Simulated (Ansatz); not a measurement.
These are Ansatz (a quantum-chemistry and plane-wave program) with PBE0-D4/def2-TZVP values and carry that method's errors. No frequencies were computed at this level.

Ansatz 0.2 input:
```yaml
crystal:
  periodic: [false, false, false]
  atoms:
    - { symbol: C, position_ang: [-0.000003, -0.000011, -0.000187] }
    - { symbol: H, position_ang: [1.032942, -0.269222, 0.001674] }
    - { symbol: H, position_ang: [-0.74969, -0.759934, 0.000164] }
    - { symbol: H, position_ang: [-0.283249, 1.029167, -0.001651] }
basis:
  gaussian: { orbitals: def2-tzvp }
hamiltonian:
  xc: pbe0
  dispersion: d4
relax:
  max_steps: 150
magnetization:
  spin_polarized: true
  initial_magnetization: 1
```

Output:

```
Functional definition: PBE0
312 factors; their error is unknown
mean field evaluation 1: about -1080.4579 eV, gradient 2.3e1 eV
mean field evaluation 2: about -1080.7441 eV, gradient 2.1e1 eV
mean field evaluation 4: about -1082.9839 eV, gradient 9.6e-2 eV
mean field evaluation 8: about -1082.9776 eV, gradient 1.3e-3 eV
mean field -1082.97762886 eV, -39.7986937920 hartree, gradient 8.6e-6 eV, S^2 0.754501; 0 other end points of the search recorded, 0 dependent functions left out
reference -1082.97764867 eV, -39.7986945200 hartree; 5, 4 occupied and 44, 45 virtual orbitals, 312 factors
relax step   1: F+E_penalty+E_count = -1082.99060287 eV  Δ(F+E_penalty+E_count) = +0.000e0 eV  max|allowed force component| = 4.599e-1 eV/Å  Δτ_max = 0.0000 Å  (22 SCF iters, accepted)
these checks for a lower state are left out or cut short: starts, cluster_reference, orbital_swaps, neighbouring_geometries, increment
312 factors; their error is unknown
mean field evaluation 16: about -1082.9858 eV, gradient 1.7e-1 eV
mean field -1082.98588230 eV, -39.7989971003 hartree, gradient 3.9e-6 eV, S^2 0.754612; 0 other end points of the search recorded, 0 dependent functions left out
reference -1082.98590214 eV, -39.7989978295 hartree; 5, 4 occupied and 44, 45 virtual orbitals, 312 factors
relax step   2: F+E_penalty+E_count = -1082.99887241 eV  Δ(F+E_penalty+E_count) = -8.270e-3 eV  max|allowed force component| = 1.109e-1 eV/Å  Δτ_max = 0.0098 Å  (28 SCF iters, accepted)
these checks for a lower state are left out or cut short: starts, cluster_reference, orbital_swaps, neighbouring_geometries, increment
312 factors; their error is unknown
mean field -1082.88089676 eV, -39.7951389528 hartree, gradient 4.1e-6 eV, S^2 0.754198; 0 other end points of the search recorded, 0 dependent functions left out
reference -1082.88091726 eV, -39.7951397063 hartree; 5, 4 occupied and 44, 45 virtual orbitals, 312 factors
relax step   3: F+E_penalty+E_count = -1082.89397587 eV  Δ(F+E_penalty+E_count) = +1.049e-1 eV  max|allowed force component| = 1.228e0 eV/Å  Δτ_max = 0.1727 Å  (32 SCF iters, rejected (line search))
these checks for a lower state are left out or cut short: starts, cluster_reference, orbital_swaps, neighbouring_geometries, increment
312 factors; their error is unknown
mean field evaluation 32: about -1082.9865 eV, gradient 6.7e-5 eV
mean field -1082.98651120 eV, -39.7990202120 hartree, gradient 3.9e-6 eV, S^2 0.754653; 0 other end points of the search recorded, 0 dependent functions left out
reference -1082.98653105 eV, -39.7990209414 hartree; 5, 4 occupied and 44, 45 virtual orbitals, 312 factors
relax step   4: F+E_penalty+E_count = -1082.99950661 eV  Δ(F+E_penalty+E_count) = -6.342e-4 eV  max|allowed force component| = 2.864e-3 eV/Å  Δτ_max = 0.0065 Å  (29 SCF iters, accepted)
312 factors; their error is unknown
mean field -1082.98651120 eV, -39.7990202120 hartree, gradient 1.1e-5 eV, S^2 0.754653; 1 other end points of the search recorded, 0 dependent functions left out
reference -1082.98653105 eV, -39.7990209414 hartree; 5, 4 occupied and 44, 45 virtual orbitals, 312 factors
Total energy: -1082.99952646 eV, -39.7994985139 hartree
Atom 0 at    -0.000001    -0.000002     0.000194 Å, force     0.000028     0.000074    -0.000637 eV/Å
Atom 1 at     1.045253    -0.272468     0.001566 Å, force    -0.002864     0.000706     0.000208 eV/Å
Atom 2 at    -0.758597    -0.768979     0.000038 Å, force     0.002073     0.002078     0.000212 eV/Å
Atom 3 at    -0.286655     1.041450    -0.001798 Å, force     0.000762    -0.002857     0.000217 eV/Å
Dipole moment:     0.000000     0.000000    -0.000118 e Å
```

Cost: around 2.7 core-seconds (rough).
